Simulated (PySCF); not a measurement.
# BS+: from the state search to spectroscopic constants

One job finds the state of BS+, follows it along the bond with each method and fits the curves.

Program: PySCF 2.14.0. Level of theory: B pcseg-1, S pcseg-1, no relativity. These are calculated values, not measurements.

## 1. Set-up

Settings of the job:

| Property | Result |
| --- | --- |
| atoms | B, S |
| charge | 1 |
| basis | B pcseg-1, S pcseg-1 |
| Hamiltonian | no relativity |
| basis functions | 32 |
| electrons treated | 20 |
| masses in u | 11.0093, 31.9721 |
| levels | PBE0, PBE, r²SCAN, r²SCAN0, M06-2X, M06-L, ωB97X, HF, MP2, SCS-MP2, CCSD, CCSD(T) |
| grid | 80 radial by 434 angular points |
| occupations | held fixed by the projection of orbital angular momentum |
| dissociation limit | B+ + S, each in its ground configuration |
| starting distance in angstrom | 1.900 |
| values of 2S to try | 0, 2 |

The run is started by

```console
$ OMP_NUM_THREADS=1 python dia.py task.json out
```

After this run come: First curve: PBE0; Higher solutions at PBE0; PBE; r²SCAN; r²SCAN0; M06-2X; M06-L; ωB97X (range-separated hybrid); UHF; Correlated methods on the Hartree–Fock reference.

What does the calculation give? Wanted: for each run, Re; ωe; De; μ.

As calculated:

Lowest PBE0 solution found, without spin–orbit coupling: ³Π (triplet), unpaired electrons σ ↑, π ↑. State 2 has its PBE0 minimum 0.12 eV higher, as a spin-mixed determinant (⟨S²⟩ = 1.02), so this is no gap between pure states. State 3 has its PBE0 minimum 0.37 eV higher. The other levels ran on the lowest alone.

| level | Re (Å) | ωe (cm⁻¹) | De (eV) | μ (D) |
| --- | --- | --- | --- | --- |
| UHF | 1.699 | 1015 | 1.97 | -3.07 |
| UHF-MP2 | 1.703 | 1031 | 2.58 | n/a |
| UHF-SCS-MP2 | 1.707 | 1006 | 2.35 | n/a |
| UHF-CCSD | 1.713 | 976 | 2.07 | n/a |
| UHF-CCSD(T) | 1.720 | 963 | 2.24 | n/a |
| PBE | 1.725 | 953 | 3.52 | -2.18 |
| r²SCAN | 1.712 | 991 | 3.56 | -2.38 |
| M06-L | 1.706 | 1004 | 3.49 | -2.27 |
| PBE0 | 1.708 | 995 | 3.24 | -2.38 |
| r²SCAN0 | 1.702 | 1012 | 3.27 | -2.50 |
| M06-2X | 1.705 | 1000 | 2.84 | -2.43 |
| ωB97X | 1.707 | 996 | 2.89 | -2.52 |

De is counted to B+ + S in their ground configurations. A positive dipole points from B to S; in an ion it is taken about the centre of mass and does not tell which atom is negative.

Differences from CCSD(T) in the same basis:

| level | Re (mÅ) | ωe (%) |
| --- | --- | --- |
| UHF | -21 | +5.4 |
| UHF-MP2 | -17 | +7.1 |
| UHF-SCS-MP2 | -12 | +4.5 |
| UHF-CCSD | -7 | +1.4 |
| PBE | +6 | -1.0 |
| r²SCAN | -8 | +3.0 |
| M06-L | -14 | +4.3 |
| PBE0 | -12 | +3.4 |
| r²SCAN0 | -18 | +5.2 |
| M06-2X | -15 | +3.9 |
| ωB97X | -12 | +3.5 |

In words: Against CCSD(T) in the same basis, the bond length is nearest at PBE (+6 mÅ) and farthest at UHF (-21 mÅ); the wavenumber is nearest at PBE (-1.0 %) and farthest at UHF-MP2 (+7.1 %). Hartree–Fock makes the bond too short and too stiff against this reference, as it mostly does. PBE has the long and soft bond that GGAs tend to give. CCSD(T) in a basis this small is itself some way from its limit, more so than the functionals. Of the levels with a De here, UHF gives the least (1.97 eV) and r²SCAN the most (3.56 eV).

Correlated steps freeze 6 core orbitals.
